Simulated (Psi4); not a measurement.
# HCl (SMILES Cl) at B3LYP/6-31G(d) (spherical functions)

What is the vertical electron affinity of HCl at B3LYP/6-31G* (spherical functions)? 

Program for the calculation: Psi4 1.11.

## (1) The molecule

The species is HCl (2 atoms), meant as a singlet with charge 0. As SMILES, `Cl`. The coordinates come from a PBE0-D4/def2-TZVP relaxation.

Bond lengths: Cl1–H2 1.279 Å.

## (2) Energy and forces at B3LYP/6-31G(d) (spherical functions)

calc.inp

```
memory 1600 MB

molecule molecule1 {
  0 1
  Cl     0.546000    -0.178500     0.280800
  H     -0.546000     0.178500    -0.280800
  units angstrom
  symmetry c1
}

set {
  reference            rks
  puream               true
  e_convergence        1e-09
  d_convergence        1e-08
  scf_type             pk
  dft_radial_points    99
  dft_spherical_points 590
}

e, wfn = gradient("b3lyp/6-31G*", return_wfn=True)
oeprop(wfn, "MULLIKEN_CHARGES", "LOWDIN_CHARGES", "DIPOLE", title="B3LYP")
print_variables()
```

Started as:

```console
$ psi4 -i calc.inp -o calc.out -n 1
```

calc.out:

```text
[...]
  Running in c1 symmetry.
[...]
  Nuclear repulsion =    7.034776949773979
[...]
  Multiplicity = 1
[...]
  Nalpha       = 9
  Nbeta        = 9
[...]
    Number of basis functions: 20
[...]
   @RKS iter   1:  -460.76842946203789   -5.80105e-02   9.53346e-03 ADIIS/DIIS
[...]
   @RKS iter   8:  -460.79220517470924    2.84217e-13   7.17676e-10 DIIS
[...]
    Orbital Energies [Eh]
    ---------------------
    Doubly Occupied:
       1A   -101.534623     2A     -9.469019     3A     -7.232390
       4A     -7.221886     5A     -7.221886     6A     -0.850990
       7A     -0.477508     8A     -0.331662     9A     -0.331662
[...]
  @RKS Final Energy:  -460.79220517470924
   => Energetics <=
    Nuclear Repulsion Energy =              7.0347769497739794
    One-Electron Energy =                -649.9312029833581619
    Two-Electron Energy =                 205.1531386575771307
    DFT Exchange-Correlation Energy =     -23.0489177987022806
    Empirical Dispersion Energy =           0.0000000000000000
    VV10 Nonlocal Energy =                  0.0000000000000000
    Total Energy =                       -460.7922051747092951
[...]
  -Total Gradient:
     Atom            X                  Y                   Z
    ------   -----------------  -----------------  -----------------
       1       -0.000000000000    -0.000000000000    -0.006637341072
       2       -0.000000000000     0.000000000000     0.006637408795
[...]
 Multipole Moments:
 ------------------------------------------------------------------------------------
     Multipole            Electronic (a.u.)      Nuclear  (a.u.)        Total (a.u.)
 ------------------------------------------------------------------------------------
 L = 1.  Multiply by 2.5417464519 to convert [e a0] to [Debye]
 Dipole X            :         -0.0000000            0.0000000           -0.0000000
 Dipole Y            :         -0.0000000           -0.0000000           -0.0000000
 Dipole Z            :          0.6225827           -1.1980385           -0.5754558
 Magnitude           :                                                    0.5754558
[...]
  Mulliken Charges: (a.u.)
   Center  Symbol    Alpha    Beta     Spin     Total
       1    CL     8.61330  8.61330  0.00000 -0.22660
       2     H     0.38670  0.38670  0.00000  0.22660
   Total alpha =  9.00000, Total beta =  9.00000, Total charge = -0.00000
  Lowdin Charges: (a.u.)
   Center  Symbol    Alpha    Beta     Spin     Total
       1    CL     8.59815  8.59815  0.00000 -0.19629
       2     H     0.40185  0.40185  0.00000  0.19629
  Total alpha =  9.00000, Total beta =  9.00000, Total charge = -0.00000
[...]
```

It took 3.9 s on 1 thread of Intel Xeon Platinum 8488C (Sapphire Rapids), shared host; peak memory 0.27 GiB.

## (3) The doublet anion: the energy at UB3LYP/6-31G(d) (spherical functions)

clh.py

```python
import psi4

psi4.set_memory(1600000000)
psi4.set_num_threads(1)
psi4.set_output_file('output.dat', False)

m = psi4.geometry("""
-1 2
Cl     0.546000    -0.178500     0.280800
H     -0.546000     0.178500    -0.280800
symmetry c1
""")

psi4.set_options({
    'reference': 'uks',
    'puream': True,
    'e_convergence': 1e-09,
    'd_convergence': 1e-08,
    'scf_type': 'pk',
    'dft_radial_points': 99,
    'dft_spherical_points': 590,
    'maxiter': 200,
})

E, wfn = psi4.energy("b3lyp/6-31G*", molecule=m, return_wfn=True)
print(f'b3lyp/6-31G* energy: {E:.10f} Eh')
for k, v in sorted(psi4.core.scalar_variables().items()):
    print(f'{k:45s} {v:18.10f}')
```

Started as:

```console
$ python clh.py
```

output.dat:

```text
[...]
  Running in c1 symmetry.
[...]
  Nuclear repulsion =    7.034776949773979
[...]
  Multiplicity = 2
[...]
  Nalpha       = 10
  Nbeta        = 9
[...]
    Number of basis functions: 20
[...]
   @UKS iter   1:  -460.60263862023010    1.07780e-01   1.55814e-02 DIIS/ADIIS
[...]
   @UKS iter   9:  -460.67007281097131   -6.82121e-13   1.29899e-09 DIIS
[...]
   @S^2 Observed:                7.507185387E-01
[...]
    Orbital Energies [Eh]
    ---------------------
    Alpha Occupied:
       1A   -101.210149     2A     -9.143575     3A     -6.904774
       4A     -6.898001     5A     -6.898001     6A     -0.534598
       7A     -0.165648     8A     -0.036939     9A     -0.036939
      10A      0.235501
    Alpha Virtual:
      11A      0.649868    12A      0.672985    13A      0.699512
      14A      0.699512    15A      0.974905    16A      1.150179
      17A      1.150179    18A      1.170284    19A      1.170284
      20A      1.508604
[...]
  @UKS Final Energy:  -460.67007281097131
   => Energetics <=
    Nuclear Repulsion Energy =              7.0347769497739794
    One-Electron Energy =                -655.5179868855738050
    Two-Electron Energy =                 211.1054983696649572
    DFT Exchange-Correlation Energy =     -23.2923612448365205
    Empirical Dispersion Energy =           0.0000000000000000
    VV10 Nonlocal Energy =                  0.0000000000000000
    Total Energy =                       -460.6700728109713623
[...]
 Multipole Moments:
 ------------------------------------------------------------------------------------
     Multipole            Electronic (a.u.)      Nuclear  (a.u.)        Total (a.u.)
 ------------------------------------------------------------------------------------
 L = 1.  Multiply by 2.5417464519 to convert [e a0] to [Debye]
 Dipole X            :          0.0000000            0.0000000            0.0000000
 Dipole Y            :         -0.0000000           -0.0000000           -0.0000000
 Dipole Z            :          1.8436284           -1.1980385            0.6455899
 Magnitude           :                                                    0.6455899
[...]
```

Standard output:

```text
b3lyp/6-31G* energy: -460.6700728110 Eh
CURRENT ENERGY                                   -460.6700728110
CURRENT REFERENCE ENERGY                         -460.6700728110
DD SOLVATION ENERGY                                 0.0000000000
DFT FUNCTIONAL TOTAL ENERGY                      -460.6700728110
DFT TOTAL ENERGY                                 -460.6700728110
DFT VV10 ENERGY                                     0.0000000000
DFT XC ENERGY                                     -23.2923612448
GRID ELECTRONS ALPHA                                9.9999999997
GRID ELECTRONS BETA                                 9.0000000001
GRID ELECTRONS TOTAL                               18.9999999998
NUCLEAR REPULSION ENERGY                            7.0347769498
ONE-ELECTRON ENERGY                              -655.5179868856
PCM POLARIZATION ENERGY                             0.0000000000
PE ENERGY                                           0.0000000000
SCF ITERATION ENERGY                             -460.6700728110
SCF ITERATIONS                                      9.0000000000
SCF TOTAL ENERGY                                 -460.6700728110
TWO-ELECTRON ENERGY                               211.1054983697
XC GRID RADIAL POINTS                              99.0000000000
XC GRID SPHERICAL POINTS                          590.0000000000
XC GRID TOTAL POINTS                           108683.0000000000
```

Run time: 5.4 s. Hardware: 1 thread of Intel Xeon Platinum 8488C (Sapphire Rapids), shared host; peak memory 0.26 GiB.

## (4) Summary of results

Level: B3LYP/6-31G* (spherical functions).

```
                                         quantity          value
                        singlet HCl: total energy  -460.79221 Eh
                       singlet HCl: dipole moment         1.46 D
                         singlet HCl: HOMO energy       -9.02 eV
                         singlet HCl: LUMO energy        0.38 eV
                       singlet HCl: HOMO–LUMO gap        9.40 eV
            singlet HCl: largest force on an atom     0.341 eV/Å
                      doublet anion: total energy  -460.67007 Eh
doublet anion: HOMO energy (highest over α and β)        6.41 eV
 doublet anion: LUMO energy (lowest over α and β)        9.69 eV
                              doublet anion: ⟨S²⟩          0.751
vertical electron affinity (to the doublet anion)      -3.323 eV
```

The anion lies 3.32 eV (77 kcal/mol) above the neutral: the electron isn't bound at this level, and such a value depends on the basis. Without diffuse functions anions come out too high. The largest force (singlet HCl) is 0.34 eV/Å: the shape isn't a stationary point for this species at this level. The HOMO (doublet anion) lies at positive energy, 6.41 eV; only total energies tell whether the electron is bound.
